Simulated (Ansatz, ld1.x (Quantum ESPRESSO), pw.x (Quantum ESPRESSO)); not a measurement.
**rhenium: one change to the TM potential, in the atom and in the sc crystal**

```json
{
 "Element": "rhenium (Re)",
 "Generator": "ld1.x (Quantum ESPRESSO) 7.5",
 "Type": "norm-conserving Troullier–Martins (Kleinman–Bylander form)",
 "Functional": "LDA (PW92)",
 "Relativity": "scalar-relativistic",
 "Frozen core": "[Xe] 4f14",
 "Valence charge": "7",
 "Reference configuration": "5d5 6s2 6p0",
 "Partial waves": "6p (bound, empty): rc 2.85 bohr; 5d (bound): rc 1.90 bohr; 6s (bound): rc 2.25 bohr",
 "Local potential": "the s channel",
 "Core correction": "Bessel-smoothed model core inside 0.90 bohr"
}
```

Change: core correction none.

Cutoffs, loose and tight: the cutoffs (Ry, on a coarse ladder) from which the occupation-weighted sum of valence levels, in a spherical-Bessel basis at the reference potential, stays within 10 and 1 mRy of its value at 400 Ry. They do not see the model core or the augmentation charge, which bear on the density cutoff. Test errors are all-electron minus pseudo excitation energies from the reference, over the configurations 5d5 6s1 6p0; 5d5 6s0 6p0; 5d4 6s0 6p0; 5d4 6s2 6p0; 5d4 6s2 6p1; 5d3 6s0 6p0; 5d6 6s1 6p0 (two spin-polarised tests are not counted in the largest error); variants that change the core or the reference have their own tests.

Crystal test: sc Re in pw.x 7.5, no spin, 13³ k-points, Fermi–Dirac smearing 0.01 Ry, cutoffs set for each file from its atomic test. The reference is all-electron LAPW (Ansatz 0.2.0) with the same functional, mesh and smearing; V0 and B0 come from Birch–Murnaghan fits to the pressures at five volumes. Errors are pseudo minus all-electron; Δ is the rms difference of the E(V) curves that follow from these fits, minima aligned, over ±6 % about the mean V0. Mesh and smearing are coarse, so the numbers serve the comparison and aren't converged zero-temperature values; the lattice is a test structure that the element need not adopt.

All-electron: a0 = 2.540 Å (V0 = 16.38 Å³/atom), B0 = 290.1 GPa.

Problem. Does the change bring the crystal closer to the all-electron result?

Solution. The mean pressure error goes from +10.11 to +4.69 GPa, so the change moves the solid closer to the all-electron pressures.

```tsv
quantity	base	changed
outcome (atom)	generated	generated
cutoff, loose (atom)	35 Ry	35 Ry
cutoff, tight (atom)	40 Ry	40 Ry
bound ghosts (atom)	none	none
largest test error (meV) (atom)	-657	-58
cutoffs in pw.x (Ry)	50/200	50/200
a0 (Å)	2.568	2.553
a0 error (%)	+1.09	+0.52
B0 error (%)	-1.6	-1.0
Δ (meV/atom)	34.3	16.3
mean pressure error (GPa)	+10.11	+4.69
```

Base: The largest radius (2.85 bohr) exceeds half the bond length (2.40 bohr), so the spheres overlap, which is one possible source of error among others. This is a poor potential for the solid. Changed file: The largest radius (2.85 bohr) exceeds half the bond length (2.40 bohr), so the spheres overlap, which is one possible source of error among others. This is a poor potential for the solid. The atomic cutoffs weigh occupied waves only.
